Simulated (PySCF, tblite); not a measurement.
Isomers of C3H8N (doublet state), one GFN2-xTB conformer each. Single-point energies are computed at B3LYP/pcH-1 (PySCF, gas phase, no added dispersion term), electronic only. GFN2-xTB treats the open shell by occupation alone, and not every SCF solution was tested for stability.

```
  SMILES  GFN2-xTB relative energy (kcal/mol)
C[C](C)N                                  0.0
[CH2]CNC                                 17.2
```

Conformers: `[CH3:1][C:2]([CH3:3])[NH2:4]` (doublet state) with C1–C2–N4–H -170° and -41°; `[CH2:1][CH2:2][NH:3][CH3:4]` (doublet state) with H–C1–C2–N3 -175° and 16°, C1–C2–N3–C4 72°.

Question: What does B3LYP/pcH-1 give for the same structures?

Answer: 
```tsv
SMILES	B3LYP/pcH-1 E (Eh)	B3LYP/pcH-1 (kcal/mol)	GFN2-xTB (kcal/mol)	point group
C[C](C)N	-173.86096	0.0	0.0	Cs
[CH2]CNC	-173.82577	22.1	17.2	C1
```

Both levels put the same isomer lowest. 

Question: What happens when harmonic zero-point energies from GFN2-xTB frequencies are added?

Answer: 
```tsv
SMILES	ZPE (kcal/mol)	electronic (kcal/mol)	with ZPE (kcal/mol)
C[C](C)N	65.4	0.0	0.0
[CH2]CNC	64.5	22.1	21.1
```

The zero-point energies span 0.9 kcal/mol. The order is unchanged.
